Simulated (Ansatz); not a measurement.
Two structures of C₂H₈Si, closed shell, reached by relaxing down either side of one saddle point (PBE0-D4/def2-TZVP). Energies are electronic, without zero-point energy. Ansatz 0.2.0; basis: def2-TZVPP and def2-QZVPP; cores frozen in the correlated methods. Extrapolation: Hartree–Fock as exp(−7.88 √X), correlation as X^−2.97. First:

Si1  (0.660, 1.268, 0.334)
C2  (0.064, -0.504, 0.501)
C3  (-0.741, -0.989, -0.701)
H4  (-1.634, -0.377, -0.857)
H5  (1.445, 1.683, 1.528)
H6  (-0.498, 2.193, 0.186)
H7  (1.522, 1.413, -0.872)
H8  (-0.533, -0.577, 1.416)
H9  (0.939, -1.144, 0.659)
H10  (-1.071, -2.023, -0.573)
H11  (-0.152, -0.944, -1.621)
(Å)

Second:

Si1  (0.425, 1.941, 0.016)
C2  (-0.006, -1.717, 0.541)
C3  (-0.705, -1.531, -0.567)
H4  (-0.429, 1.638, -1.159)
H5  (0.741, 3.394, 0.025)
H6  (-0.296, 1.595, 1.266)
H7  (1.690, 1.171, -0.069)
H8  (-0.461, -1.635, 1.522)
H9  (1.052, -1.956, 0.513)
H10  (-1.762, -1.290, -0.540)
H11  (-0.250, -1.611, -1.548)
(Å)

Which bonds change from the first to the second?

C₂H₈Si (CC[SiH3]) → C₂H₄ (C=C) + SiH₄; bonds formed: Si1–H4; bonds broken: Si1–C2, C3–H4.

Give the saddle point's structure and its height above each. (An estimate is asked for; the value comes from the calculation.)

By the calculation: 348.7 kJ/mol above the first and 219.2 kJ/mol above the second (CCSD(T) at an estimated basis limit (MP2 extrapolated from triple and quadruple zeta, plus CCSD(T) − MP2 in triple zeta)).
| atom | x (Å) | y (Å) | z (Å) |
| --- | --- | --- | --- |
| Si1 | 0.3527 | 1.1723 | 0.1526 |
| C2 | 0.1858 | -0.9693 | 0.5879 |
| C3 | -0.5737 | -0.8652 | -0.5815 |
| H4 | -0.5677 | 0.6763 | -1.0650 |
| H5 | 0.8974 | 2.5383 | 0.5311 |
| H6 | -0.8877 | 1.2159 | 0.9880 |
| H7 | 1.5347 | 0.6989 | -0.6331 |
| H8 | -0.3182 | -1.0584 | 1.5407 |
| H9 | 1.1849 | -1.3805 | 0.5357 |
| H10 | -1.6566 | -0.8531 | -0.5252 |
| H11 | -0.1516 | -1.1750 | -1.5311 |

The T1 diagnostic stays at or below 0.017.

For scale, one of the runs: CCSD(T)/def2-TZVPP, 216 basis functions, launched by `ansatz run in.yaml --threads 2 --pin off --events-out ev --progress --plain --max-ram 4352MiB`. Time: 24 s of wall clock on 2 CPU threads of an Intel Xeon 6975P-C; the host was shared. Peak host memory: 3.3 GiB.
